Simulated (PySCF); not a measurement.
Consider hydrogen cyanide, `C#N` (CHN). Numbering: `[CH:1]#[N:2]`

These are calculated values, ωB97X-D3(BJ)/ma-def2-TZVP in PySCF (grid level 2) at geometries from PBE0-D3(BJ)/ma-def2-SVP. The prefix ma- adds one diffuse s and one diffuse p function on all atoms but H. Zero-point and thermal terms (298.15 K, 1 bar) come from unscaled PBE0-D3(BJ)/ma-def2-SVP harmonic frequencies, with soft modes damped to free rotors in the entropy.

(1) What are the vertical and the adiabatic ionisation energy for forming the radical cation?

(2) Where does the unpaired spin of the relaxed radical cation sit?

(3) What oxidation potential follows in dichloromethane (IEF-PCM), given that Fc+/Fc comes at 4.70 V absolute with this functional and basis?

(4) How far is −ε(HOMO) from the vertical value by ΔSCF?

## Answers

(1) 13.67 eV vertical and 13.45 eV adiabatic, the latter with zero-point energy.

(2) N2 (nitrile nitrogen) 0.60, C1 (nitrile carbon) 0.41 (intrinsic atomic orbital populations).

(3) In the gas phase ΔG of oxidation is 13.409 eV, and solvation is -21.6 kJ/mol for the parent and -294.3 kJ/mol for the product, so the absolute potential is 10.58 V, or 5.88 V against Fc+/Fc. Fc+/Fc in dichloromethane, 4.70 V, is ωB97X-D3(BJ)/ma-def2-TZVP on PBE0-D3(BJ)/def2-SVP structures with GFN2-xTB thermal terms. Benchmark calculations put it near 5.0 V in acetonitrile and DMSO, so it is about 0.3 V low, and the value against it can read up to that much too high. The solvent is electrostatics only, on gas-phase structures; the absolute scale refers to an electron at rest in vacuum.

(4) −ε(HOMO) = 12.99 eV, which is 0.68 eV below the ΔSCF value.
